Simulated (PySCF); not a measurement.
Ionisation energy of P by level of theory

P [Ne] 3s2 3p3 (4S) → P⁺ [Ne] 3s2 3p2 (3P), as a difference of total energies. All numbers are calculated (PySCF 2.14, no relativity, point nucleus, in aug-cc-pwCVQZ). Correlated levels: nothing frozen. The calculations carry no spin-orbit coupling.

Question: Order these methods by the ionisation energy they give, lowest first.
A. CCSD(T) (all electrons)
B. CCSD (all electrons)
C. UHF
D. MP2 (all electrons)

Answer: C (9.905 eV), B (10.463 eV), A (10.513 eV), D (10.545 eV).

For comparison: 10.526 eV (measured; NIST levels, between the centres of gravity of the two terms).
